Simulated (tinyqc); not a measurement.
Inside a calculation. Method: geometry optimisation on the RHF/sto-3g surface (energies and gradients from PySCF), for H2F+, spin multiplicity 1. Computed by tinyqc, a small Python program that keeps every step (integrals from PySCF). Settings: charge = 1, multiplicity = 1, basis = sto-3g, optimiser = bfgs, first Hessian = 1.0, largest step = 0.3, iteration cap = 30. Command: `OMP_NUM_THREADS=1 python tinyqc.py 28009 28010 out.jsonl` (the two numbers bound the seeds that draw the settings). One thread of a shared host (Intel(R) Xeon(R) Processor @ 2.60GHz), about 0.3 s of CPU time with the checks.

## Step 1: energy and gradient

positions at the start (bohr), order 1F, 2H, 3H:
```
[[0.060471, 0.049133, -0.139840],
 [0.028346, 1.542017, 1.039349],
 [0.009449, -1.455089, 1.014783]]
```

Self-consistent energy and analytic gradient at these positions.

energy = -98.86054933 hartree

gradient (hartree/bohr), order 1F, 2H, 3H:
```
[[0.00206023, -0.00198790, -0.05824728],
 [-0.00095475, 0.01793814, 0.03014668],
 [-0.00110548, -0.01595025, 0.02810060]]
```

## Step 1: move

Quasi-Newton step p = -H^(-1) g (first H = 1 times the unit matrix); steps longer than 0.3 bohr are cut back.

positions after step 1 (bohr), order 1F, 2H, 3H:
```
[[0.058411, 0.051121, -0.081592],
 [0.029301, 1.524078, 1.009203],
 [0.010554, -1.439139, 0.986682]]
```

## Step 2: energy and gradient

As before.

energy = -98.86356866 hartree

gradient (hartree/bohr), order 1F, 2H, 3H:
```
[[0.00022387, 0.00063777, -0.00617121],
 [-0.00016042, -0.00918788, 0.00280387],
 [-0.00006346, 0.00855011, 0.00336734]]
```

## Step 2: move

inverse Hessian in use (bohr^2/hartree):
```
[[1.000166, 0.000163, -0.004646, -0.000099, -0.002768, 0.002257, -0.000068, 0.002605, 0.002389],
 [0.000163, 0.999531, -0.004657, -0.000055, 0.005486, 0.002553, -0.000108, -0.005017, 0.002104],
 [-0.004646, -0.004657, 1.129662, 0.002760, 0.078775, -0.062932, 0.001886, -0.074118, -0.066730],
 [-0.000099, -0.000055, 0.002760, 1.000056, 0.001096, -0.001360, 0.000043, -0.001041, -0.001400],
 [-0.002768, 0.005486, 0.078775, 0.001096, 0.939183, -0.042057, 0.001672, 0.055332, -0.036718],
 [0.002257, 0.002553, -0.062932, -0.001360, -0.042057, 1.030410, -0.000897, 0.039504, 0.032522],
 [-0.000068, -0.000108, 0.001886, 0.000043, 0.001672, -0.000897, 1.000025, -0.001564, -0.000989],
 [0.002605, -0.005017, -0.074118, -0.001041, 0.055332, 0.039504, -0.001564, 0.949685, 0.034613],
 [0.002389, 0.002104, -0.066730, -0.001400, -0.036718, 0.032522, -0.000989, 0.034613, 1.034208]]
```

Quasi-Newton step p = -H^(-1) g (the inverse Hessian comes from BFGS updates; coordinates in the order x, y, z of each atom); steps longer than 0.3 bohr are cut back.

positions after step 2 (bohr), order 1F, 2H, 3H:
```
[[0.058096, 0.050534, -0.072858],
 [0.029506, 1.532959, 1.005089],
 [0.010664, -1.447433, 0.982061]]
```

## Convergence

Stop when the largest gradient component is below 3e-5 hartree/bohr. The inverse Hessian follows the BFGS update with s = step, y = change of gradient.

Course of the optimisation:
```
step   E (hartree)  largest gradient (hartree/bohr)
1     -98.86054933                         5.82e-02
2     -98.86356866                         9.19e-03
3     -98.86377441                         7.90e-03
4     -98.86410663                         1.20e-03
5     -98.86410739                         5.91e-04
6     -98.86410759                         5.83e-06
```

Final distances (angstrom):
```
pair   distance
2H-1F  0.973398
3H-1F  0.973398
3H-2H  1.613913
```

Converged in 6 steps.
